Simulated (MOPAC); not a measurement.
MOPAC input (PM6):

```
PM6 PRECISE GNORM=0.05 LET XYZ CHARGE=1 GEO-OK AUX(PRECISION=9) THREADS=1
CN

C    -0.00000000 1   -0.00000000 1   -0.63123354 1
N     0.00000000 1    0.00000000 1    0.54105732 1
```

Task: What heat of formation does the run end on?

Result: 388.12 kcal/mol.
